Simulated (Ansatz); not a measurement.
`NBN` → `N[B]N`• + H•  (homolysis of the B–H bond)

Isolated molecules relaxed with PBE0-D4/def2-TZVP in Ansatz; ΔE leaves out vibrations. CCSD(T)/CBS adds triple-zeta CCSD(T) − MP2 to the extrapolated MP2 energy (def2 sets, frozen cores). This one scheme is used for every species, atoms too. No spin–orbit coupling; open shells (•) take unrestricted orbitals. Each species was taken in one conformer, which may not be the lowest.

```csv
species,CCSD(T)/CBS(def2) energy (Eh)
`NBN`,-137.29421
`N[B]N`•,-136.61304
H•,-0.50000
```

Task: Work out ΔE.

Result: ΔE = (-136.61304) + (-0.50000) − (-137.29421) = 0.18117 Eh = +475.7 kJ/mol.

Largest T1 diagnostic among the species: 0.012.

From PBE to PBE0 (25 % exact exchange), in def2-TZVPP and without D4, ΔE moves by +3.1 kJ/mol. Leaving LDA and LC-ωPBE aside and taking each functional with its dispersion term where it has one, the values, not all of them listed here, spread over 33.0 kJ/mol, from revPBE-D4 to ωB97M-V. LDA lies +42.9 kJ/mol from PBE without D4, its usual overbinding.
